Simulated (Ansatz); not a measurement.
Reaction: CH4N2S (SMILES NC(N)=S) → NH2 (SMILES [NH2], doublet) + CH2NS (SMILES [C](=S)N, doublet) (the C-N bond breaks)
Each species at its own B3LYP-D3(BJ)/def2-TZVP minimum (Ansatz, a first-principles code), one conformer.

Total energies in hartree (Ansatz). Open shells are spin-unrestricted; no spin-orbit coupling. Cores are frozen in correlated methods. No relativity.

```csv
species,HF/cc-pV(T+d)Z,CCSD(T)/cc-pV(T+d)Z,HF/cc-pV(Q+d)Z,CCSD(T)/cc-pV(Q+d)Z,CCSD(T)/cc-pV(D+d)Z,CCSDT(Q)/cc-pV(D+d)Z
1: CH4N2S (SMILES NC(N)=S),-546.71733,-547.52953,-546.73226,-547.59597,-547.30898,-547.31152
"2: NH2 (SMILES [NH2], doublet)",-55.58579,-55.79359,-55.59045,-55.81078,-55.73272,-55.73328
"3: CH2NS (SMILES N[C]=S, doublet)",-491.01826,-491.58301,-491.02873,-491.62906,-491.43053,-491.43311
```

### Question
Work out the bond dissociation energy (electronic) in kcal/mol: take Hartree-Fock from cc-pV(Q+d)Z, extrapolate the CCSD(T) correlation energy as X^-3 (X = 3, 4), and add CCSDT(Q) - CCSD(T) in cc-pV(D+d)Z. 1 hartree = 627.51 kcal/mol.

### Answer

Species 1: correlation (64·(-0.86371) - 27·(-0.81220))/37 = -0.90130; step -0.00254; E1 = -546.73226 + (-0.90130) + (-0.00254) = -547.63610
Species 2: correlation (64·(-0.22033) - 27·(-0.20780))/37 = -0.22947; step -0.00056; E2 = -55.59045 + (-0.22947) + (-0.00056) = -55.82048
Species 3: correlation (64·(-0.60033) - 27·(-0.56475))/37 = -0.62629; step -0.00258; E3 = -491.02873 + (-0.62629) + (-0.00258) = -491.65760
-1·E1 +1·E2 +1·E3 = 0.15802 hartree = 99.2 kcal/mol.
